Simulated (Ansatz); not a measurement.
A run of Ansatz (development build ahead of 0.2.0) on singlet C₃H₆ at this shape:

```xyz
9

C     0.0116    0.0352   -0.0336
C    -0.0450   -0.0176    1.3479
C     0.0147    1.2108   -0.8091
H    -0.0449   -0.9859   -0.5022
H    -0.0337   -0.9033    1.8762
H     0.0100    0.9763    1.9216
H    -0.0433    2.1430   -0.2104
H     0.9200    1.2702   -1.4481
H    -0.8938    1.2612   -1.5262
```

Its results:

```yaml
Converged: yes
Reference_energy: -117.06247 hartree
Correlation_energy: -0.42276 hartree
Total_energy: -117.48523 hartree
Spin_squared_of_the_determinant: 0.000
```

Task: Which input gives this output? Name the method, the orbitals and the basis set, and write the input.

Result: RHF-MP2 in cc-pVDZ. An unrestricted run that stays on the closed shell gives the same numbers.

```yaml
crystal:
  periodic: [false, false, false]
  atoms:
    - { symbol: C, position_ang: [0.01156, 0.0352, -0.03357] }
    - { symbol: C, position_ang: [-0.04497, -0.01764, 1.34789] }
    - { symbol: C, position_ang: [0.01471, 1.21078, -0.80914] }
    - { symbol: H, position_ang: [-0.04493, -0.98591, -0.50217] }
    - { symbol: H, position_ang: [-0.03366, -0.90334, 1.8762] }
    - { symbol: H, position_ang: [0.00996, 0.97631, 1.92163] }
    - { symbol: H, position_ang: [-0.0433, 2.14298, -0.2104] }
    - { symbol: H, position_ang: [0.91995, 1.27018, -1.44808] }
    - { symbol: H, position_ang: [-0.89384, 1.26124, -1.52622] }
basis:
  gaussian: { orbitals: cc-pVDZ }
hamiltonian:
  xc: hf
correlation:
  method: mp2
  frozen_orbitals: { C: 1, H: 0 }
```
